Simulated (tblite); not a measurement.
Compound: C3H4FO (doublet state).
Bonds: C1–C2, C2–F3, C2–C4, C4–O5 (double). Hydrogens: H6, H7, H8 on C1; H9 on C4.

Computed geometry: GFN2-xTB, gas phase. This method treats the open shell by occupation alone, without spin polarisation.

Q: What internal coordinates does the optimisation give?

A: 
| bond | length (Å) |
| --- | --- |
| C1–C2 | 1.472 |
| C2–F3 | 1.338 |
| C2–C4 | 1.415 |
| C4=O5 | 1.226 |
| C1–H6, C1–H7, C1–H8 | 1.090 |
| C4–H9 | 1.103 |

Bonds in one row agree within 0.01 Å and their mean is given. A selection of angles:
| angle | degrees |
| --- | --- |
| C2–C1–H6 | 109.9 |
| C2–C1–H7 | 110.8 |
| H6–C1–H7 | 110.0 |
| H6–C1–H8 | 106.1 |
| C1–C2–F3 | 116.9 |
| C1–C2–C4 | 125.6 |
| F3–C2–C4 | 117.5 |
| C2–C4–O5 | 123.7 |
| C2–C4–H9 | 114.7 |
| O5–C4–H9 | 121.6 |

Torsions: C1–C2–C4–O5 0° (synperiplanar).

The 2 C–C bonds span 1.415 Å (C2–C4, drawn single in one of several resonance forms) to 1.472 Å (C1–C2, drawn single), a spread of 0.057 Å. C2 (carbon bonded to 2 C and F) is planar (angles 125.6°, 117.5° and 116.9°, sum 360.0°, 0.00 Å off the plane of its three neighbours). The 5 heavy atoms lie in one plane (0.000 Å rms). C4 (carbon bonded to C, O and H) is planar (angles 123.7°, 121.6° and 114.7°, sum 360.0°, 0.00 Å off the plane of its three neighbours).

Point group: Cs (tolerance 0.08 Å). GFN2-xTB frequencies show an imaginary mode (119i cm⁻¹), so the point is no minimum at that level. 2 starts were optimised and ended at 0.00 and 2.86 kcal/mol (GFN2-xTB); the lowest of these is shown.

One conformer stands for the species.
